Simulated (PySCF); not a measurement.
Gas-phase reaction: Al₂O + 3 H₂O + 2 AlHCl₂ ⇌ 4 AlOCl + 4 H₂

Computed with PySCF and rigid-rotor harmonic-oscillator thermochemistry at 1 bar. S°(298 K) at PBE0/def2-TZVP differs from the NASA 1993 table for Al₂O (+6 J/mol/K), AlOCl (+8 J/mol/K); whether the harmonic model or the table's entry is off was not settled. † marks an energy on the PBE0/def2-TZVP geometry and frequencies; other levels use their own. CCSD(T) freezes the core. 6-31G* has spherical d functions here. All species are closed-shell singlets. B3LYP is the form with VWN-RPA correlation. AlHCl₂: computed as isolated molecules; such fragments, hydroxides, amides, oligomers or adducts are transient or little studied in the gas. CCSD(T) isn't extrapolated to the basis-set limit; its ΔH°(298 K) is 698.5 kJ in def2-SVP and 659.3 kJ in def2-TZVPP. The harmonic model lacks anharmonicity and excited electronic states, which grow with temperature; levels with a mode under 35 cm⁻¹ are left out. Soft modes under 120 cm⁻¹ make the harmonic entropy rough for Al₂O. Warning, large T1 diagnostic: Al₂O, AlOCl (CCSD(T)/def2-SVP†).

```csv
level,"ΔE electronic, kJ","ΔH°(298 K), kJ","ΔS°(298 K), J/K","ΔG°(1200 K), kJ"
B3LYP/def2-TZVP†,682,617,149,409
CCSD(T)/def2-SVP†,763,698,149,490
HF/6-31G*,959,889,146,683
M06-2X/def2-TZVP†,765,701,149,493
PBE0/def2-QZVP†,782,718,149,510
ωB97M-V/def2-TZVP†,751,687,149,479
```
ΔH° is lowest at B3LYP/def2-TZVP† and highest at HF/6-31G*. No reference value is set beside these.
